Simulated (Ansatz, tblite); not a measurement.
**The cluster Re₃+: a ladder of methods and basis sets**

How do method and basis change the picture of the cluster Re₃+ (singlet)?

Method: as each input shows; program: Ansatz 0.2.0, Gaussian basis.

The runs, in order: GFN1-xTB, GFN2-xTB, PBE-D4/def2-TZVP, r2SCAN-D4/def2-TZVP, HSE06-D4/def2-TZVP, PBE-QIDH/def2-TZVP, B2PLYP/def2-TZVP, B3LYP-D4/def2-TZVP, revPBE-D4/def2-TZVP, PBE-D4/def2-SVP, PBE0-D4/def2-SVP, CCSD(T)/def2-TZVPP, MP2/def2-TZVP, RPA/def2-TZVP.

1 further run of the same task is left out (it didn't finish).

### Step 1. The relaxed structure

The geometry is that of the singlet, from an earlier relaxation (PBE0-D4/def2-TZVP). At that level it is the lowest of the isomers that a small search found.

3 atoms, charge 1, spin multiplicity 1.

Bond lengths: Re1–Re2 2.240 Å, Re1–Re3 2.241 Å, Re2–Re3 2.240 Å. Angles: Re2–Re1–Re3 60.0°, Re1–Re2–Re3 60.0°, Re1–Re3–Re2 60.0°.

Re takes a core potential in the def2 sets. No spin-orbit coupling is included. The ion is computed in the gas phase, without counter-ions or solvent.

PBE0-D4/def2-TZVP was run before; its log isn't repeated, and its numbers join the tables.

### Step 2. GFN1-xTB

Tight binding, by tblite at 300 K electronic temperature and without a spin-polarisation term:

```python
tblite.interface.Calculator('GFN1-xTB', numbers, positions, charge=1, uhf=0).singlepoint()
```

Energy -180.5626 eV, HOMO -18.22 eV, LUMO -17.83 eV; 0.011 s.

### Step 3. GFN2-xTB

Tight binding, by tblite at 300 K electronic temperature and without a spin-polarisation term:

```python
tblite.interface.Calculator('GFN2-xTB', numbers, positions, charge=1, uhf=0).singlepoint()
```

Energy -254.3413 eV, HOMO -12.63 eV, LUMO -12.50 eV; 0.016 s.

### Step 4. PBE-D4/def2-TZVP

start.molden holds the orbitals of an earlier run on this state, given as this run's starting guess.

File in.yaml:

```yaml
crystal:
  periodic: [false, false, false]
  atoms:
    - {symbol: Re, position_ang: [0.474106, -0.818095, -0.882743]}
    - {symbol: Re, position_ang: [-0.643841, -0.456391, 1.024637]}
    - {symbol: Re, position_ang: [0.169735, 1.274495, -0.141904]}
basis:
  gaussian: {orbitals: def2-TZVP, initial_orbitals: start.molden}
total_charge: 1
hamiltonian: {xc: pbe, dispersion: d4}
scf: {omitted_lower_state_checks: [starts]}
output: {orbitals: {seedname: orbitals}}
```

Started as:

```sh
$ ansatz run in.yaml --threads 4 --pin off --events-out ev --progress --plain --max-ram 3916MiB
```

After this run come: r2SCAN-D4/def2-TZVP; HSE06-D4/def2-TZVP; PBE-QIDH/def2-TZVP; B2PLYP/def2-TZVP; B3LYP-D4/def2-TZVP; revPBE-D4/def2-TZVP; PBE-D4/def2-SVP; PBE0-D4/def2-SVP; CCSD(T)/def2-TZVPP; MP2/def2-TZVP; RPA/def2-TZVP.

Q: Predict the results of all the runs planned. Wanted: gap in def2-TZVP, named functionals, smallest and largest; correlation energy, CCSD(T)/def2-TZVPP; correlation energy, MP2/def2-TZVP; PBE0 total energy, smallest basis above largest.

The runs gave:

| quantity | value |
| --- | --- |
| gap in def2-TZVP, named functionals, smallest and largest | 0.05 eV (PBE-D4), 2.02 eV (PBE0-D4) |
| correlation energy, CCSD(T)/def2-TZVPP | -45.38 eV |
| correlation energy, MP2/def2-TZVP | -38.73 eV |
| PBE0 total energy, smallest basis above largest | 0.98 eV (def2-SVP, def2-TZVP) |

Orbital gaps of the named functionals in def2-TZVP span 0.05 eV (PBE-D4) to 2.02 eV (PBE0-D4); exact exchange widens it. Notes on CCSD(T)/def2-TZVPP and its Hartree-Fock reference, which MP2 shares: large T1 diagnostic, restricted state is unstable towards broken spin symmetry.
